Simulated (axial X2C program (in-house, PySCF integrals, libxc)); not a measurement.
## CO: cheaper levels and CCSD(T), two-component

All values were computed with an in-house relativistic program for diatomic molecules. Two-component (2c) means X2C with spin–orbit coupling and atomic mean-field two-electron Coulomb and Gaunt terms. Basis: O dyall-av3z [7s6p3d2f], C dyall-v3z [7s6p2d1f] (cores contracted in-house); Gaussian nuclei, density fitting, unrestricted open shells. Masses: O 15.995 u, C 12.000 u.

State: Ω = 0 (closed shell); fragments O + C.

```tsv
level	Re (Å)	ωe (cm⁻¹)	De (eV)
PBE0	1.124	2234.5	11.05
HF	1.103	2422.7	7.56
MP2	1.138	2109.9	11.51
CCSD	1.128	2213.8	10.63
B97-3	1.124	2238.3	11.16
```

Correlated methods: 10 electrons correlated (number of frozen shells: O 1 s; C 1 s), 172 virtual spin orbitals or spinors in MP2, 88 natural virtuals in coupled cluster.

CCSD(T), same Hamiltonian and basis:

Re = 1.135 Å, ωe = 2145.8 cm⁻¹, De = 10.94 eV; T1 = 0.018 (Lee–Taylor normalisation).

(1) Give the differences from CCSD(T) in the columns below.

One determinant describes the state; a PBE0 search over occupations chose it and may have missed a lower one. The closed shell is kept restricted, so the energy runs too high when the bond is stretched far. Dissociation energies refer to the lowest single-determinant-based atoms at the same level and basis. Coupled cluster ran in a truncated set of natural virtual spinors; the MP2 energy of the rest was added. (T) has no such correction and the atoms are truncated less, which lowers De at CCSD(T) by a hundredth of an eV or more. The 2c atoms are single determinants rather than J levels; their spin–orbit lowering is only partly caught, and De is too large by that part. This holds for PBE0, MP2, CCSD, B97-3, CCSD(T). Without a current term, density functionals place determinants with orbital angular momentum somewhat too high.

## Answers

(1) 

```json
{"level": "PBE0", "ΔRe (Å)": "-0.011", "Δωe (cm⁻¹)": "89", "ΔDe (eV)": "0.11"}
{"level": "HF", "ΔRe (Å)": "-0.032", "Δωe (cm⁻¹)": "277", "ΔDe (eV)": "-3.38"}
{"level": "MP2", "ΔRe (Å)": "0.003", "Δωe (cm⁻¹)": "-36", "ΔDe (eV)": "0.57"}
{"level": "CCSD", "ΔRe (Å)": "-0.007", "Δωe (cm⁻¹)": "68", "ΔDe (eV)": "-0.31"}
{"level": "B97-3", "ΔRe (Å)": "-0.011", "Δωe (cm⁻¹)": "92", "ΔDe (eV)": "0.22"}
```
